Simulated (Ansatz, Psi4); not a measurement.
Worked example: the enthalpy of formation of CCl3F (trichlorofluoromethane)

CCl3F: 5 atoms, total charge 0, spin state singlet. As SMILES, `FC(Cl)(Cl)Cl`. The coordinates come from a PBE0-D4/def2-TZVP relaxation.

```jsonl
{"atom": "F", "x (Å)": "0.9119", "y (Å)": "-0.8207", "z (Å)": "0.6774"}
{"atom": "C", "x (Å)": "0.0447", "y (Å)": "-0.0402", "z (Å)": "0.0332"}
{"atom": "Cl", "x (Å)": "-1.3845", "y (Å)": "0.1576", "z (Å)": "1.0410"}
{"atom": "Cl", "x (Å)": "-0.3800", "y (Å)": "-0.8145", "z (Å)": "-1.4892"}
{"atom": "Cl", "x (Å)": "0.8079", "y (Å)": "1.5178", "z (Å)": "-0.2624"}
```

Total energies at CCSD(T)/6-31G* (spherical functions), 17 core orbitals frozen (Psi4 1.11); the atoms run unrestricted:

```
species    state   energy (Eh)
  CCl3F  singlet  -1516.452026
      F  doublet    -99.496863
      C  triplet    -37.751275
     Cl  doublet   -459.567472
```

Harmonic wavenumbers at PBE0-D4/def2-TZVP, in cm⁻¹: 244, 244, 353, 402, 402, 545, 844, 844, 1120.

Measured heats of formation of the gaseous atoms at 298.15 K, in kJ/mol: F 79.4, C 716.9, Cl 121.3. Spin-orbit lowering of the atoms at 298 K (mean of the ground term's levels less their thermal mean, from spectra), in kJ/mol: F 1.29, C 0.02, Cl 3.44. Take 1 Eh = 2625.50 kJ/mol, 1 cm⁻¹ = 0.0119627 kJ/mol, RT = 2.479 kJ/mol.

Problem. What heat of formation follows?

Solution. 
1. Electronic atomisation energy: (-99.496863) + (-37.751275) + 3 × (-459.567472) − (-1516.452026) = 0.501472 Eh = 1316.6 kJ/mol.
2. Zero-point energy: half the sum of the wavenumbers, 2499 cm⁻¹ = 29.9 kJ/mol.
3. Thermal vibrational enthalpy, Σ hcν̃/(exp(hcν̃/kT) − 1): 6.1 kJ/mol. Translation, rotation and pV of a non-linear molecule: 4 RT = 9.9 kJ/mol.
4. The 5 free atoms carry 5/2 RT each: 31.0 kJ/mol.
5. Spin-orbit coupling lowers the free atoms by 1.29 + 0.02 + 3 × 3.44 = 11.6 kJ/mol.
6. Atomisation enthalpy at 298 K: 1316.6 − 11.6 − 29.9 − 6.1 − 9.9 + 31.0 = 1290.1 kJ/mol.
7. Sum of the atoms' heats of formation: 1160.2 kJ/mol. Heat of formation: 1160.2 − 1290.1 = -129.9 kJ/mol.

No measured value is set beside it here. A double-zeta basis underbinds. Anharmonicity and any spin-orbit splitting of the molecule are left out, and so is core correlation.
